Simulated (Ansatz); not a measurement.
A made-up structure of CH2NNa, closed shell:

C1  (-0.529, 0.297, -0.252)
N2  (0.471, -0.267, 0.225)
Na3  (2.129, -1.196, 1.012)
H4  (3.504, -2.540, 1.440)
H5  (-0.500, 1.000, -1.120)
(Å)

It is relaxed with PBE-D4/def2-SVP and then PBE0-D4/def2-TZVP (Ansatz 0.2.0). Atoms count as bonded within 1.22 times the sum of their covalent radii (H–H: 0.88 Å). The end point is not checked to be a true minimum.

(1) Does its bonding change? (Judge from chemistry; the calculation decides.)

## Answers

(1) Computed: No: no bond forms or breaks.

Where it ends: The first stage lowers the energy by 1.10 eV in 18 steps. It ends as CH₂NNa ([CH][N][NaH]):
```
5
angstrom
C -0.3026 0.4944 -0.4952
N 0.5081 -0.1540 -0.0178
Na 2.2696 -1.5383 0.9935
H 3.6603 -2.6083 1.7673
H -1.0617 1.1019 -0.9427
```

Labels in which every atom is bracketed show which atoms are joined, not bond orders.

For scale, one of the runs: PBE0-D4/def2-TZVP relaxation, 106 basis functions, launched by `ansatz run in.yaml --threads 2 --pin off --events-out ev --progress --plain --max-ram 4352MiB`. Hardware: 2 CPU threads of an Arm Neoverse V2, shared host. Wall time about 7 s.
